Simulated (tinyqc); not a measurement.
Worked calculation: UKS/PBE in the sto-6g basis, for BH2, spin multiplicity 2. One step of it, computed by the program tinyqc.

Task: Iteration 2: building the Kohn-Sham matrix. J_ij = sum D_kl (ij|kl) with D = D(alpha) + D(beta); F = H + J + V_xc; E = tr D H + tr D J / 2 + E_xc + E_nn.

D(alpha) after iteration 1:
```
            1B 1s      1B 2s    1B 2px     1B 2py     1B 2pz      2H 1s      3H 1s
1B 1s    1.062446  -0.238213  0.000000   0.004358   0.091763  -0.021180  -0.015989
1B 2s   -0.238213   0.926064  0.000000  -0.019443  -0.363925  -0.002189  -0.009306
1B 2px   0.000000   0.000000  0.000000   0.000000   0.000000   0.000000   0.000000
1B 2py   0.004358  -0.019443  0.000000   0.184867   0.016107   0.233076  -0.225696
1B 2pz   0.091763  -0.363925  0.000000   0.016107   0.420831   0.269784   0.280682
2H 1s   -0.021180  -0.002189  0.000000   0.233076   0.269784   0.535123  -0.017515
3H 1s   -0.015989  -0.009306  0.000000  -0.225696   0.280682  -0.017515   0.574738
```

D(beta) after iteration 1:
```
            1B 1s      1B 2s    1B 2px     1B 2py     1B 2pz      2H 1s      3H 1s
1B 1s    1.030151  -0.116177  0.000000   0.000583  -0.019770  -0.086640  -0.085655
1B 2s   -0.116177   0.465854  0.000000  -0.004638   0.066528   0.242175   0.251763
1B 2px   0.000000   0.000000  0.000000   0.000000   0.000000   0.000000   0.000000
1B 2py   0.000583  -0.004638  0.000000   0.184364   0.001984   0.225052  -0.234259
1B 2pz  -0.019770   0.066528  0.000000   0.001984   0.009549   0.037932   0.032701
2H 1s   -0.086640   0.242175  0.000000   0.225052   0.037932   0.407256  -0.154521
3H 1s   -0.085655   0.251763  0.000000  -0.234259   0.032701  -0.154521   0.428013
```

core Hamiltonian H = T + V (hartree):
```
             1B 1s      1B 2s     1B 2px     1B 2py     1B 2pz      2H 1s      3H 1s
1B 1s   -13.090826  -3.249281   0.000000  -0.001078  -0.010000  -0.344886  -0.275432
1B 2s    -3.249281  -4.018145   0.000000  -0.009102  -0.094088  -1.012254  -0.868364
1B 2px    0.000000   0.000000  -3.226488   0.000000   0.000000   0.000000   0.000000
1B 2py   -0.001078  -0.009102   0.000000  -3.320546  -0.003888  -0.908624   0.797495
1B 2pz   -0.010000  -0.094088   0.000000  -0.003888  -3.255290  -0.513444  -0.450637
2H 1s    -0.344886  -1.012254   0.000000  -0.908624  -0.513444  -2.315142  -0.094554
3H 1s    -0.275432  -0.868364   0.000000   0.797495  -0.450637  -0.094554  -2.220235
```

Two-electron integrals (ij|kl) in chemists' order, unique and non-zero (hartree):
```
(11|11) 2.924993    (21|11) 0.480756    (21|21) 0.099484    (22|11) 0.743449
(22|21) 0.188967    (22|22) 0.544922    (31|31) 0.021096    (32|31) 0.030854
(32|32) 0.120443    (33|11) 0.743450    (33|21) 0.188967    (33|22) 0.544922
(33|33) 0.587109    (41|41) 0.021096    (42|41) 0.030854    (42|42) 0.120443
(43|43) 0.031641    (44|11) 0.743450    (44|21) 0.188967    (44|22) 0.544922
(44|33) 0.523827    (44|44) 0.587109    (51|51) 0.021096    (52|51) 0.030854
(52|52) 0.120443    (53|53) 0.031641    (54|54) 0.031641    (55|11) 0.743450
(55|21) 0.188967    (55|22) 0.544922    (55|33) 0.523827    (55|44) 0.523827
(55|55) 0.587109    (61|11) 0.052045    (61|21) 0.010453    (61|22) 0.019759
(61|33) 0.019653    (61|41) 0.000721    (61|42) 0.001394    (61|44) 0.019895
(61|51) 0.000399    (61|52) 0.000771    (61|54) 0.000134    (61|55) 0.019727
(61|61) 0.001140    (62|11) 0.152229    (62|21) 0.039527    (62|22) 0.128925
(62|33) 0.125047    (62|41) 0.004002    (62|42) 0.025396    (62|44) 0.133950
(62|51) 0.002215    (62|52) 0.014058    (62|54) 0.004928    (62|55) 0.127776
(62|61) 0.004438    (62|62) 0.046545    (63|31) 0.003703    (63|32) 0.017803
(63|43) 0.004495    (63|53) 0.002488    (63|63) 0.004450    (64|11) 0.136033
(64|21) 0.035751    (64|22) 0.122381    (64|33) 0.116184    (64|41) 0.006715
(64|42) 0.039291    (64|44) 0.132523    (64|51) 0.001667    (64|52) 0.011895
(64|54) 0.006557    (64|55) 0.118436    (64|61) 0.004180    (64|62) 0.051332
(64|64) 0.059927    (65|11) 0.075302    (65|21) 0.019790    (65|22) 0.067745
(65|33) 0.064315    (65|41) 0.001667    (65|42) 0.011895    (65|44) 0.068383
(65|51) 0.004626    (65|52) 0.024388    (65|54) 0.006747    (65|55) 0.070537
(65|61) 0.002314    (65|62) 0.028415    (65|64) 0.030710    (65|65) 0.021450
(66|11) 0.331814    (66|21) 0.087793    (66|22) 0.323825    (66|33) 0.306672
(66|41) 0.009282    (66|42) 0.080671    (66|44) 0.346059    (66|51) 0.005138
(66|52) 0.044656    (66|54) 0.021803    (66|55) 0.318741    (66|61) 0.009981
(66|62) 0.160105    (66|64) 0.190218    (66|65) 0.105297    (66|66) 0.774999
(71|11) 0.041502    (71|21) 0.008340    (71|22) 0.015779    (71|33) 0.015695
(71|41) -0.000577   (71|42) -0.001118   (71|44) 0.015888    (71|51) 0.000319
(71|52) 0.000618    (71|54) -0.000106   (71|55) 0.015754    (71|61) 0.000865
(71|62) 0.003199    (71|64) 0.002777    (71|65) 0.001678    (71|66) 0.007101
(71|71) 0.000726    (72|11) 0.129117    (72|21) 0.033566    (72|22) 0.110345
(72|33) 0.106998    (72|41) -0.003377   (72|42) -0.021868   (72|44) 0.114685
(72|51) 0.001868    (72|52) 0.012096    (72|54) -0.004252   (72|55) 0.109350
(72|61) 0.003402    (72|62) 0.023915    (72|64) 0.020316    (72|65) 0.014323
(72|66) 0.061103    (72|71) 0.003011    (72|72) 0.035187    (73|31) 0.003036
(73|32) 0.014837    (73|43) -0.003806   (73|53) 0.002105    (73|63) 0.001921
(73|73) 0.003226    (74|11) -0.117882   (74|21) -0.030999   (74|22) -0.106817
(74|33) -0.101495   (74|41) 0.005614    (74|42) 0.033607    (74|44) -0.115502
(74|51) -0.001426   (74|52) -0.010382   (74|54) 0.005643    (74|55) -0.103452
(74|61) -0.003025   (74|62) -0.020860   (74|64) -0.016478   (74|65) -0.012315
(74|66) -0.052764   (74|71) -0.002888   (74|72) -0.039490   (74|74) 0.046671
(75|11) 0.065206    (75|21) 0.017147    (75|22) 0.059085    (75|33) 0.056142
(75|41) -0.001426   (75|42) -0.010382   (75|44) 0.059680    (75|51) 0.003825
(75|52) 0.020580    (75|54) -0.005763   (75|55) 0.061435    (75|61) 0.001817
(75|62) 0.014516    (75|64) 0.012181    (75|65) 0.010442    (75|66) 0.038278
(75|71) 0.001598    (75|72) 0.021844    (75|74) -0.024032   (75|75) 0.016519
(76|11) 0.012857    (76|21) 0.003347    (76|22) 0.011217    (76|33) 0.010882
(76|41) -0.000006   (76|42) -0.000055   (76|44) 0.011269    (76|51) 0.000312
(76|52) 0.002066    (76|54) -0.000014   (76|55) 0.011499    (76|61) 0.000360
(76|62) 0.003328    (76|64) 0.003255    (76|65) 0.002211    (76|66) 0.010313
(76|71) 0.000288    (76|72) 0.002938    (76|74) -0.002953   (76|75) 0.001978
(76|76) 0.000325    (77|11) 0.312873    (77|21) 0.082813    (77|22) 0.307301
(77|33) 0.291850    (77|41) -0.008313   (77|42) -0.074088   (77|44) 0.327343
(77|51) 0.004599    (77|52) 0.040982    (77|54) -0.019632   (77|55) 0.302710
(77|61) 0.008403    (77|62) 0.068049    (77|64) 0.057513    (77|65) 0.041942
(77|66) 0.184461    (77|71) 0.007495    (77|72) 0.136864    (77|74) -0.165059
(77|75) 0.091302    (77|76) 0.010313    (77|77) 0.774999
```

nuclear repulsion = 3.41622811 hartree

V_xc(alpha) (hartree):
```
            1B 1s      1B 2s     1B 2px     1B 2py     1B 2pz      2H 1s      3H 1s
1B 1s   -1.892512  -0.254958   0.000000   0.000149   0.004816  -0.028726  -0.022898
1B 2s   -0.254958  -0.441765   0.000000  -0.000529   0.023492  -0.120447  -0.103224
1B 2px   0.000000   0.000000  -0.404607   0.000000   0.000000   0.000000   0.000000
1B 2py   0.000149  -0.000529   0.000000  -0.461366  -0.002983  -0.125929   0.109871
1B 2pz   0.004816   0.023492   0.000000  -0.002983  -0.459406  -0.067388  -0.058574
2H 1s   -0.028726  -0.120447   0.000000  -0.125929  -0.067388  -0.467401  -0.009797
3H 1s   -0.022898  -0.103224   0.000000   0.109871  -0.058574  -0.009797  -0.468116
```

V_xc(beta) (hartree):
```
            1B 1s      1B 2s     1B 2px     1B 2py     1B 2pz      2H 1s      3H 1s
1B 1s   -1.877403  -0.248728   0.000000   0.000008  -0.001057  -0.028279  -0.022533
1B 2s   -0.248728  -0.393813   0.000000  -0.001720  -0.029204  -0.115262  -0.098666
1B 2px   0.000000   0.000000  -0.367303   0.000000   0.000000   0.000000   0.000000
1B 2py   0.000008  -0.001720   0.000000  -0.435640  -0.001760  -0.122382   0.106451
1B 2pz  -0.001057  -0.029204   0.000000  -0.001760  -0.378538  -0.068094  -0.059126
2H 1s   -0.028279  -0.115262   0.000000  -0.122382  -0.068094  -0.447684  -0.009394
3H 1s   -0.022533  -0.098666   0.000000   0.106451  -0.059126  -0.009394  -0.446140
```

E_xc = sum of w rho eps_xc = -4.69524455 hartree

Give: Coulomb J; F(alpha); F(beta); total energy of this density.

Result:

Coulomb J (hartree):
```
        1B 1s  1B 2s  1B 2px  1B 2py  1B 2pz  2H 1s   3H 1s
1B 1s   8.468  1.630   0.000   0.001   0.004  0.175   0.139
1B 2s   1.630  3.623   0.000   0.004   0.076  0.909   0.782
1B 2px  0.000  0.000   3.556   0.000   0.000  0.000   0.000
1B 2py  0.001  0.004   0.000   3.693   0.004  0.887  -0.779
1B 2pz  0.004  0.076   0.000   0.004   3.619  0.499   0.437
2H 1s   0.175  0.909   0.000   0.887   0.499  2.645   0.079
3H 1s   0.139  0.782   0.000  -0.779   0.437  0.079   2.585
```

F(alpha) (hartree):
```
         1B 1s   1B 2s  1B 2px  1B 2py  1B 2pz   2H 1s   3H 1s
1B 1s   -6.516  -1.874   0.000   0.000  -0.001  -0.199  -0.159
1B 2s   -1.874  -0.837   0.000  -0.006   0.005  -0.224  -0.190
1B 2px   0.000   0.000  -0.075   0.000   0.000   0.000   0.000
1B 2py   0.000  -0.006   0.000  -0.089  -0.003  -0.148   0.129
1B 2pz  -0.001   0.005   0.000  -0.003  -0.096  -0.082  -0.072
2H 1s   -0.199  -0.224   0.000  -0.148  -0.082  -0.137  -0.025
3H 1s   -0.159  -0.190   0.000   0.129  -0.072  -0.025  -0.104
```

F(beta) (hartree):
```
         1B 1s   1B 2s  1B 2px  1B 2py  1B 2pz   2H 1s   3H 1s
1B 1s   -6.501  -1.868   0.000  -0.001  -0.007  -0.199  -0.159
1B 2s   -1.868  -0.789   0.000  -0.007  -0.047  -0.219  -0.185
1B 2px   0.000   0.000  -0.038   0.000   0.000   0.000   0.000
1B 2py  -0.001  -0.007   0.000  -0.064  -0.002  -0.144   0.125
1B 2pz  -0.007  -0.047   0.000  -0.002  -0.015  -0.083  -0.072
2H 1s   -0.199  -0.219   0.000  -0.144  -0.083  -0.118  -0.025
3H 1s   -0.159  -0.185   0.000   0.125  -0.072  -0.025  -0.082
```

total energy of this density = -25.65212 hartree
